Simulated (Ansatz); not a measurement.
# C₂H₃S− (SMILES C=C[S-]): one structure at several levels

One table from this session's results is given with a row withheld; the runs are named, their logs left out.

The runs use Ansatz 0.2.0, Gaussian basis; single points in def2-TZVPPD.

Correlated methods freeze the cores.

## Starting geometry

SMILES `C=C[S-]`, 6 atoms, charge -1, spin multiplicity 1.

Atoms are counted from 1 here; the program's logs count them from 0.

Bond lengths: C1–C2 1.392 Å, C1–H4 1.122 Å, C1–H5 0.953 Å, C2–S3 1.801 Å, C2–H6 1.207 Å. Angles: C2–C1–H4 111.9°, C2–C1–H5 119.5°, H4–C1–H5 123.9°, C1–C2–S3 132.0°, C1–C2–H6 112.8°, S3–C2–H6 115.1°.

Geometry (Å):

```xyz
6

C    -0.4073    0.3212   -0.6549
C     0.3099   -0.0913    0.4640
S     0.8894   -1.7122    0.9937
H    -0.8131   -0.5486   -1.2364
H    -0.7856    1.1957   -0.6737
H     0.6218    0.8252    1.1841
```

The first run:

File run/in.yaml:

```yaml
crystal:
  periodic: [false, false, false]
  atoms:
    - {symbol: C, position_ang: [-0.407300, 0.321200, -0.654900]}
    - {symbol: C, position_ang: [0.309900, -0.091300, 0.464000]}
    - {symbol: S, position_ang: [0.889400, -1.712200, 0.993700]}
    - {symbol: H, position_ang: [-0.813100, -0.548600, -1.236400]}
    - {symbol: H, position_ang: [-0.785600, 1.195700, -0.673700]}
    - {symbol: H, position_ang: [0.621800, 0.825200, 1.184100]}
basis:
  gaussian: {orbitals: "def2-TZVPPD.json"}
total_charge: -1
correlation: {method: ccsd_t}
output: {forces: true}
```

The basis file named in the input lies beside it (Basis Set Exchange, JSON).

No record of the launch command was kept for these runs.

Among the steps run: CCSD(T)/def2-TZVPPD; PBE0-D4/def2-TZVPPD; wB97M-V/def2-TZVPPD; r2SCAN-D4/def2-TZVPPD; PBE-D4/def2-TZVPPD; BLYP-D4/def2-TZVPPD; CAM-B3LYP-D4/def2-TZVPPD.

One table of the session follows, with a row left open; its other results are not shown here.

```
      method  RMS force component (eV/Å)  angle to CCSD(T) forces (°)
     CCSD(T)                       2.770                    reference
     PBE0-D4                       2.842                          4.0
     wB97M-V                       2.824                          4.5
   r2SCAN-D4                       2.780                          3.0
      PBE-D4                       2.761                          3.3
     BLYP-D4                           ?                            ?
CAM-B3LYP-D4                       2.842                          5.1
```

**Question.** Estimate the row for BLYP-D4.

The run gave: RMS force component (eV/Å): 2.697; angle to CCSD(T) forces (°): 2.0. In the column «RMS force component (eV/Å)» it is the lowest.
